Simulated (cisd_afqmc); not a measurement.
Input (AFQMC/UCISD/cc-pVTZ; cisd_afqmc is a phaseless AFQMC code with CISD trial states that reads the integrals written by Ansatz):

Ansatz 0.2 input:
```python
import cisd_afqmc

open("ham.yaml", "w").write("""\
crystal:
  periodic: [false, false, false]
  atoms:
    - {symbol: C, position_ang: [0.00728032, 0.00031015, 0.17491065]}
    - {symbol: H, position_ang: [-0.01040746, 0.86106198, -0.52673636]}
    - {symbol: H, position_ang: [-0.03327446, -0.86292291, -0.52272756]}
basis:
  gaussian:
    orbitals: cc-pVTZ
correlation: {method: ccsd, electrons: outside_noble_gas, hamiltonian_folder: ham}
magnetization: {spin_polarized: true, initial_magnetization: 0}
scf: {lower_state_search: full}
""")
rep = cisd_afqmc.ansatz("ham.yaml")
e_ccsd = rep["correlation"]["coupled_cluster"]["energy"]["hartree"]
out = cisd_afqmc.run("ham", e_ccsd, trial="CISD", walkers=100, populations=8, threads=8, dt=0.005, steps=40, early=24, settle=10, least=32,
    cut=5e-5, rank_cut=2e-4, target=0.0004, seconds=1500, seed=1, memory=17280, gpu=False)
```

Output:

```
orbitals 57, occupied [3, 3], factors 261 of 324, rank of the doubles 163 of 324
E(HF) = -38.910646
E(CCSD) on the cut factors = -39.057530, shift to the whole factors -0.000010
Energy of the trial state on the determinant = -39.057447
  tau behind 7.2 of longer steps, mean of the populations' last blocks
   2.0  -39.06195
   4.0  -39.06172
   6.0  -39.06193
   8.0  -39.06147
blocks 340 (1 outliers left out), error by blocks joined: 1: 0.00008, 2: 0.00009, 4: 0.00011, 8: 0.00013, 16: 0.00017
E(AFQMC/CISD) = -39.06171 +/- 0.00017
```

The determinant is spin-contaminated: <S^2> is 0.72, 0.72 over the pure value.

This singlet is an excited state, 0.4 eV above the triplet at CCSD(T)/cc-pV5Z (Ansatz).

The error still grows at the longest joins of blocks, or few joins were possible, so the printed bar may be too narrow.

The run carries these doubts: spin mixed.
